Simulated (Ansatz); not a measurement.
Ansatz (a program for electronic structure) input (wB97M-V/def2-TZVPP): A basis named .json is the Basis Set Exchange file of that set (core-valence sets with the plain set on hydrogen).

Ansatz 0.2 input:
```yaml
crystal:
  periodic: [false, false, false]
  atoms:
    - {symbol: C, position_ang: [-0.00000000, 0.00000000, -0.00000000]}
    - {symbol: H, position_ang: [0.62054657, 0.62688914, 0.63896175]}
    - {symbol: H, position_ang: [-0.64285838, -0.62489528, 0.61852983]}
    - {symbol: H, position_ang: [0.63693263, -0.63278043, -0.61664082]}
    - {symbol: H, position_ang: [-0.61462083, 0.63078657, -0.64085076]}
basis:
  gaussian:
    orbitals: def2-TZVPP
    fitting: {mean_field: cc-pVTZ-JKFIT.json}
hamiltonian:
  xc: {name: wB97M-V}
magnetization: {spin_polarized: false}
```

Output:

```
Functional definition: wB97M-V
integrals: 0.02 GiB planned
199 factors; integrals over basis functions are off by at most 6.6e-1 eV
integrals: 0.05 GiB planned
199 factors; integrals over basis functions are off by at most 6.6e-7 eV
mean field: 0.20 GiB planned
mean field evaluation 1: about -1099.4608 eV, gradient 3.4e1 eV
mean field evaluation 2: about -1100.6409 eV, gradient 2.3e1 eV
mean field evaluation 4: about -1101.8613 eV, gradient 1.1e-1 eV
mean field evaluation 8: about -1101.8658 eV, gradient 2.0e-3 eV
mean field -1101.86578867 eV, -40.4928208621 hartree, gradient 1.5e-5 eV, S^2 0.000000; 0 other end points of the search recorded, 0 dependent functions left out
reference -1101.86582121 eV, -40.4928220580 hartree; 5, 5 occupied and 82, 82 virtual orbitals, 199 factors
Total energy: -1101.86582121 eV, -40.4928220580 hartree
```
